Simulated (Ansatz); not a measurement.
Computed against measured: vertical ionisation energy

8 molecules; the vertical ionisation energy in eV, computed less measured. Shapes, held fixed at every level: PBE0-D4/def2-TZVP. No vibrational averaging. Programs: Ansatz 0.2.0. Measured values: NIST CCCBDB.

Levels: A = PBE-D4/def2-TZVPP; B = r2SCAN-D4/def2-TZVPP; C = wB97X-V/def2-TZVPP.

| molecule | measured | A | B | C |
| --- | --- | --- | --- | --- |
| CO (carbon monoxide) | 14.01 | -0.17 | -0.18 | +0.19 |
| Cl2 (chlorine) | 11.49 | -0.33 | -0.16 | +0.07 |
| N2 (nitrogen) | 15.58 | -0.19 | 0.00 | +0.34 |
| CO2 (carbon dioxide) | 13.78 | -0.12 | -0.11 | +0.03 |
| H2S (hydrogen sulfide) | 10.50 | -0.13 | -0.18 | -0.09 |
| H2CO (SMILES C=O) | 10.88 | -0.16 | -0.22 | -0.07 |
| NH3 (SMILES N) | 10.82 | +0.05 | -0.13 | +0.05 |
| C2H4 (SMILES C=C) | 10.68 | +0.02 | -0.17 | -0.15 |

(1) Sum up the errors.

## Answers

(1) 
| level | kind | mean error | mean absolute error | worst case |
| --- | --- | --- | --- | --- |
| PBE-D4/def2-TZVPP | GGA | -0.129 | 0.146 | Cl2 |
| r2SCAN-D4/def2-TZVPP | meta-GGA | -0.144 | 0.144 | H2CO |
| wB97X-V/def2-TZVPP | range-separated hybrid | +0.046 | 0.124 | N2 |

On this set wB97X-V/def2-TZVPP has the smallest mean absolute error and PBE-D4/def2-TZVPP the largest. Without Cl2 the largest would be that of r2SCAN-D4/def2-TZVPP. PBE-D4/def2-TZVPP is too low in 6 of 8; r2SCAN-D4/def2-TZVPP is too low in 7 of 8. The smallest two are near a tie. The largest two are near a tie. The set is small.
